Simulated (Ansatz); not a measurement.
Reaction: CH3F (SMILES FC) → CH2F (SMILES [CH2]F, doublet) + H (doublet) (the C-H bond breaks)
Each species at its own B3LYP-D3(BJ)/def2-TZVP minimum (Ansatz, a quantum-chemistry and plane-wave program).

Total energies in hartree (Ansatz). Open shells are spin-unrestricted; no spin-orbit coupling. Cores are frozen in correlated methods. No relativity. For partners of very few electrons the exact lower level stands in for a higher one.

```tsv
species	HF/cc-pVTZ	CCSD(T)/cc-pVTZ	HF/cc-pVQZ	CCSD(T)/cc-pVQZ	CCSDT(Q)/cc-pVTZ
1: CH3F (SMILES CF)	-139.09412	-139.55789	-139.10577	-139.60338	-139.55864
2: CH2F (SMILES F[CH2], doublet)	-138.46090	-138.88721	-138.47244	-138.93090	-138.88810
3: H (doublet)	-0.49981	-0.49981	-0.49995	-0.49995	-0.49981
```

Problem. Work out the bond dissociation energy (electronic) in kJ/mol: take Hartree-Fock from cc-pVQZ, extrapolate the CCSD(T) correlation energy as X^-3 (X = 3, 4), and add CCSDT(Q) - CCSD(T) in cc-pVTZ. 1 hartree = 2625.5 kJ/mol.

Solution. 
Species 1: correlation (64·(-0.49761) - 27·(-0.46377))/37 = -0.52230; step -0.00075; E1 = -139.10577 + (-0.52230) + (-0.00075) = -139.62882
Species 2: correlation (64·(-0.45846) - 27·(-0.42631))/37 = -0.48192; step -0.00089; E2 = -138.47244 + (-0.48192) + (-0.00089) = -138.95525
Species 3: correlation (64·(0.00000) - 27·(0.00000))/37 = 0.00000; step +0.00000; E3 = -0.49995 + (0.00000) + (+0.00000) = -0.49995
-1·E1 +1·E2 +1·E3 = 0.17362 hartree = 455.8 kJ/mol.
